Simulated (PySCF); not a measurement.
# Nitrogen: a sound run and one with changed settings

Sound run: N [He] 2s2 2p3, N+ [He] 2s2 2p2. Computed with PySCF 2.14 in x2c-SVPall (3s2p1d, 14 functions), with the spin-free X2C one-electron Hamiltonian (Gaussian nucleus). In the sound run the correlated levels freeze 1s2. The sound run starts from symmetry-adapted Hartree-Fock orbitals and uses a fine grid where one is needed.

Changed run: a valence shell is frozen. This setting is unsound on purpose.

```json
{"species": "N", "method": "MP2", "sound run (hartree)": "-54.43508", "changed run (hartree)": "-54.38305", "converged": "yes"}
{"species": "N", "method": "CCSD(T)", "sound run (hartree)": "-54.45068", "changed run (hartree)": "-54.38725", "converged": "yes"}
{"species": "N+", "method": "MP2", "sound run (hartree)": "-53.90413", "changed run (hartree)": "-53.85526", "converged": "yes"}
{"species": "N+", "method": "CCSD(T)", "sound run (hartree)": "-53.92629", "changed run (hartree)": "-53.85671", "converged": "yes"}
```

Ionisation energy of N:

```
 method  sound run (eV)  changed run (eV)
    UHF          14.030            14.030
    MP2          14.448            14.362
SCS-MP2          14.237            14.140
   CCSD          14.273            14.436
CCSD(T)          14.269            14.437
```

Freezing a valence shell removes pair correlation that changes on ionisation.

For comparison, NIST gives 14.534 eV between the lowest levels.
